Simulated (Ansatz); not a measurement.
Relaxation of CH₅AlO (8 atoms, charge 0, multiplicity 1), to a largest force component of 0.03 eV/Å in at most 50 steps.

All numbers below come from Ansatz 0.2.0, RKS PBE0-D4/def2-SVP.

```xyz
8
Properties=species:S:1:pos:R:3
Al -0.178 0.790 -0.969
C 1.468 -0.080 1.603
H 0.440 -0.463 1.644
H 2.095 -0.629 2.320
H 1.480 0.991 1.852
H 1.873 -0.215 0.585
O -1.376 -0.300 -0.490
H -2.024 -0.942 -0.220
```

Question: Where does it end, and by what steps?

Answer: The forces met the threshold. The force dipped under the threshold on the way, but the program's further checks kept it going. After 17 steps the energy has fallen by 0.086 eV; Al1 moved furthest, 1.19 Å.

```
step  energy less start (eV)  largest force component (eV/Å)  accepted
   0                  0.0000                           0.211       yes
   1                 -0.0411                           0.230       yes
   2                 -0.0549                           0.260       yes
   3                  0.0047                           1.584        no
   4                 -0.0636                           0.109       yes
   5                 -0.0661                           0.252       yes
   6                 -0.0743                           0.017       yes
   7                 -0.0673                           0.497        no
   8                 -0.0775                           0.078       yes
   9                 -0.0794                           0.148       yes
  10                 -0.0815                           0.087       yes
  11                 -0.0832                           0.079       yes
  12                 -0.0842                           0.089       yes
  13                 -0.0851                           0.063       yes
  14                 -0.0857                           0.029       yes
  15                 -0.0860                           0.037       yes
  16                 -0.0860                           0.061       yes
  17                 -0.0861                           0.028       yes
```

```xyz
8
Properties=species:S:1:pos:R:3
Al -1.092 0.850 -1.723
C 1.571 -0.113 1.663
H 0.684 -0.148 1.017
H 1.508 -0.902 2.426
H 1.629 0.866 2.157
H 2.474 -0.268 1.056
O -1.400 -0.252 -0.481
H -1.596 -0.880 0.210
```

The run took 39 s on 1 thread of Arm Neoverse V1, on a shared host, peak memory 0.14 GiB.
